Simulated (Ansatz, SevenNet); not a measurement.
For zinc-blende AlN (metastable phase), the machine-learned potential SevenNet-0 (trained on PBE and PBE+U data) gives:

| Property | Result |
|---|---|
| lattice parameter a | 4.400 Å |
| bulk modulus B0 | 201 GPa |

What does r²SCANh in Ansatz (PAW) give for the same quantities?


- lattice constant a: 4.361 Å (decreases by 0.9 %)
- bulk modulus: 215 GPa (rises by 7.0 %)

Changes are worked out from the printed values.

Unless a cell is named, each level is at its own relaxed cell (SevenNet-0 10.65, r²SCANh 10.36 Å³/atom).

Ansatz's density-functional and Hartree–Fock values are scalar-relativistic unless marked +SOC, with PAW data made under PBE.

Ansatz is a first-principles code.
